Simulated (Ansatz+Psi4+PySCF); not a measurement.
## doublet BS: levels of theory in one basis

| atom | x (Å) | y (Å) | z (Å) |
| --- | --- | --- | --- |
| B | 0.0000 | 0.0000 | 0.0000 |
| S | 0.5015 | 0.9114 | -1.2289 |

Basis set: cc-pVTZ on B; cc-pV(T+d)Z on S (spherical functions). Left uncorrelated: 6 orbitals. Correlation on ROHF uses semicanonical orbitals with singles. Charge 0, multiplicity 2.

Computed with Ansatz (development build ahead of 0.2.0) and Psi4 1.11; each method stands on the lowest determinant of its kind that the runs found.

| method | E − E(ROHF) (eV) | <S²> of the determinant |
| --- | --- | --- |
| ROHF | 0.00 | 0.75 |
| UHF | -0.11 | 0.85 |
| ROHF-MP2 | -6.37 | – |
| UHF-MP2 | -6.33 | 0.85 |

Caution for UHF, UHF-MP2: the unrestricted determinant is spin contaminated.
